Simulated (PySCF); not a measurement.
Species: BH6PSi.
Structure used (PBE0-D3(BJ)/def2-SVP), in Å, numbered top down from 1:
```xyz
9
BH6PSi angstrom
B     -1.765   -0.385   -0.241
P     -0.480    0.065    1.014
Si     1.411    0.496   -0.111
H     -2.571   -1.250   -0.001
H     -1.865    0.299   -1.231
H     -0.202   -1.109    1.762
H      1.916   -0.668   -0.899
H      2.466    0.915    0.858
H      1.087    1.626   -1.030
```

Level of theory: PBE0-D3(BJ)/def2-SVP geometry optimisation, gas phase in PySCF.

Masses are those of the commonest isotopes; rigid-rotor values at the optimised geometry. The values belong to one conformer with, in the numbering `[BH2:1][PH:2][SiH3:3]`, H–B1–P2–Si3 142° and -45°.

Question: Give the principal moments of inertia and the rotational constants in MHz.

Answer: Ia = 34.40, Ib = 134.37, Ic = 158.16 u·Å²; 505379 MHz·u·Å²/I gives A = 14690, B = 3761, C = 3195 MHz.

Question: What kind of rotor is it?

Answer: A near-prolate asymmetric top: κ = (2 × 3761 − 14690 − 3195)/(14690 − 3195) = -0.90.

Question: Is it planar, by Δ = Ic − Ia − Ib?

Answer: Not planar: Δ = Ic − Ia − Ib = -10.61 u·Å². For a rigid frame Δ = −2 Σ m c², so Σ m c² = 5.31 u·Å² lies off the ab plane: 5.06 from hydrogen and 0.25 from heavier atoms. The atom farthest from that plane is 1.30 Å away.

Question: Where do the levels up to J = 3 lie, in MHz?

Answer: Above 0(0,0):
J = 1: 1(0,1) 6956, 1(1,1) 17885, 1(1,0) 18451
J = 2: 2(0,2) 20848, 2(1,2) 31232, 2(1,1) 32929, 2(2,1) 65715, 2(2,0) 65737
J = 3: 3(0,3) 41631, 3(1,3) 51239, 3(1,2) 54633, 3(2,2) 86585, 3(2,1) 86691, 3(3,1) 142656, 3(3,0) 142656
The levels of one J sum to (2J + 1)J(J + 1)(A + B + C)/3.

Question: Which types of transition are allowed, and where do some lines up to J = 4 fall?

Answer: The dipole components are |μa| = 0.75 D, |μb| = 0.15 D, |μc| = 0.66 D. The squared components, which scale the intensities, stand as 1.00 : 0.04 : 0.76 (a : b : c). Some lines, for components of 0.1 D or more:

```json
{"type": "c", "branch": "Q", "J(Ka,Kc)": "4(1,4) ← 4(0,4)", "MHz": "8647", "lower level (cm⁻¹)": "2.310"}
{"type": "c", "branch": "Q", "J(Ka,Kc)": "2(1,2) ← 2(0,2)", "MHz": "10384", "lower level (cm⁻¹)": "0.695"}
{"type": "b", "branch": "Q", "J(Ka,Kc)": "4(1,3) ← 4(0,4)", "MHz": "14302", "lower level (cm⁻¹)": "2.310"}
{"type": "a", "branch": "R", "J(Ka,Kc)": "2(1,1) ← 1(1,0)", "MHz": "14479", "lower level (cm⁻¹)": "0.615"}
{"type": "b", "branch": "R", "J(Ka,Kc)": "1(1,1) ← 0(0,0)", "MHz": "17885", "lower level (cm⁻¹)": "0.000"}
{"type": "a", "branch": "R", "J(Ka,Kc)": "3(1,3) ← 2(1,2)", "MHz": "20007", "lower level (cm⁻¹)": "1.042"}
{"type": "a", "branch": "R", "J(Ka,Kc)": "3(0,3) ← 2(0,2)", "MHz": "20784", "lower level (cm⁻¹)": "0.695"}
{"type": "a", "branch": "R", "J(Ka,Kc)": "3(1,2) ← 2(1,1)", "MHz": "21704", "lower level (cm⁻¹)": "1.098"}
{"type": "a", "branch": "R", "J(Ka,Kc)": "4(1,3) ← 3(1,2)", "MHz": "28913", "lower level (cm⁻¹)": "1.822"}
{"type": "c", "branch": "R", "J(Ka,Kc)": "2(2,1) ← 1(1,1)", "MHz": "47830", "lower level (cm⁻¹)": "0.597"}
{"type": "c", "branch": "Q", "J(Ka,Kc)": "4(3,2) ← 4(2,2)", "MHz": "55810", "lower level (cm⁻¹)": "3.826"}
{"type": "c", "branch": "R", "J(Ka,Kc)": "4(2,3) ← 3(1,3)", "MHz": "63154", "lower level (cm⁻¹)": "1.709"}
{"type": "c", "branch": "Q", "J(Ka,Kc)": "4(4,1) ← 4(3,1)", "MHz": "78440", "lower level (cm⁻¹)": "5.688"}
{"type": "b", "branch": "R", "J(Ka,Kc)": "4(3,2) ← 3(2,1)", "MHz": "83831", "lower level (cm⁻¹)": "2.892"}
{"type": "b", "branch": "R", "J(Ka,Kc)": "4(3,1) ← 3(2,2)", "MHz": "83941", "lower level (cm⁻¹)": "2.888"}
```

Not checked by PBE0-D3(BJ)/def2-SVP frequencies. Zero-point vibration and centrifugal distortion are left out. A rigid rotor knows nothing of internal rotation, which can split or shift real lines. Quadrupole hyperfine structure (11B) is left out.

Time: 14 s wall; peak memory 0.34 GiB. Hardware: Arm Neoverse V2, one thread, on a shared host. These figures are those of the optimisation.
